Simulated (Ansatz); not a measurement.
System: AlCl$_{2}$, charge 0, doublet. AlCl2 (SMILES [Cl][Al][Cl], doublet).
B3LYP-D3(BJ)/def2-TZVP minimum from Ansatz (a quantum-chemistry and plane-wave program):
```xyz
3

Al    -0.0038     0.7767     0.0269
Cl     1.8221    -0.2876    -0.0212
Cl    -1.8191    -0.3063     0.0006
```
Charge 0, spin multiplicity 2.

Total energies in hartree (Ansatz). Radicals and triplets start from unrestricted determinants; spin-orbit coupling is neglected. Correlated methods leave the cores frozen. No relativity. Where a partner has so few electrons that a lower coupled-cluster level is exact, that level stands in.

| species | HF/cc-pV(T+d)Z | CCSD(T)/cc-pV(T+d)Z | HF/cc-pV(Q+d)Z | CCSD(T)/cc-pV(Q+d)Z | CCSD(T)/cc-pV(D+d)Z | CCSDT(Q)/cc-pV(D+d)Z |
|---|---|---|---|---|---|---|
| 1: AlCl2 (SMILES [Al]([Cl])[Cl], doublet) | -1161.09409 | -1161.57213 | -1161.10373 | -1161.62678 | -1161.40147 | -1161.40315 |
| 2: Al (doublet) | -241.87908 | -241.93131 | -241.88044 | -241.93374 | -241.92191 | -241.92229 |
| 3: Cl (doublet) | -459.48556 | -459.67356 | -459.48916 | -459.69449 | -459.60403 | -459.60445 |

Q: Work out the atomisation energy (electronic, to ground-state atoms) in kJ/mol: take Hartree-Fock from cc-pV(Q+d)Z, extrapolate the CCSD(T) correlation energy as X^-3 (X = 3, 4), and add CCSDT(Q) - CCSD(T) in cc-pV(D+d)Z. 1 hartree = 2625.5 kJ/mol.

A: 
Species 1: correlation (64·(-0.52305) - 27·(-0.47804))/37 = -0.55590; step -0.00168; E1 = -1161.10373 + (-0.55590) + (-0.00168) = -1161.66131
Species 2: correlation (64·(-0.05330) - 27·(-0.05223))/37 = -0.05408; step -0.00038; E2 = -241.88044 + (-0.05408) + (-0.00038) = -241.93490
Species 3: correlation (64·(-0.20533) - 27·(-0.18800))/37 = -0.21798; step -0.00042; E3 = -459.48916 + (-0.21798) + (-0.00042) = -459.70756
-1·E1 +1·E2 +2·E3 = 0.31129 hartree = 817.3 kJ/mol.
